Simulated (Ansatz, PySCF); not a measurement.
This PySCF input computes a CCSD(T)/cc-pVDZ energy:

```python
from pyscf import gto, scf, mp, cc as ccmod

mol = gto.M(
    atom='''
    C     0.00459725   -0.00249754    0.33487939
    C     0.02158522   -0.01172655    1.57233990
    C    -0.01550427    0.00842296   -1.12938267
    H    -0.01786863    1.02668686   -1.54815061
    H     0.85593006   -0.49887077   -1.57152384
    H    -0.90213069   -0.49300933   -1.54734531
    ''',
    basis='cc-pvdz',
    charge=-1,
    spin=0,
    verbose=4,
)

mf = scf.RHF(mol)
mf.conv_tol = 1e-10
mf.max_cycle = 100
mf.kernel()
mp2 = mp.MP2(mf, frozen=3).run()
cc = ccmod.CCSD(mf, frozen=3)
cc.max_cycle = 100
cc.kernel()
et = cc.ccsd_t()
print(f'E(CCSD(T)) = {cc.e_tot + et:.9f}')
```

Task: Write an input for the same energy in Ansatz (a first-principles code) and say what it gives.

Result: 
Ansatz 0.2 input:
```yaml
crystal:
  periodic: [false, false, false]
  atoms:
    - {symbol: C, position_ang: [0.00459725, -0.00249754, 0.33487939]}
    - {symbol: C, position_ang: [0.02158522, -0.01172655, 1.57233990]}
    - {symbol: C, position_ang: [-0.01550427, 0.00842296, -1.12938267]}
    - {symbol: H, position_ang: [-0.01786863, 1.02668686, -1.54815061]}
    - {symbol: H, position_ang: [0.85593006, -0.49887077, -1.57152384]}
    - {symbol: H, position_ang: [-0.90213069, -0.49300933, -1.54734531]}
basis:
  gaussian:
    orbitals: cc-pVDZ
total_charge: -1
magnetization: {spin_polarized: false}
correlation: {method: ccsd_t, electrons: outside_noble_gas}
```
It gives -115.67702 Eh, and PySCF -115.67702 Eh, a difference of 0.00 mEh.

It need not be the lowest isomer of its formula. Whether it binds its extra electron was not tested at this geometry.
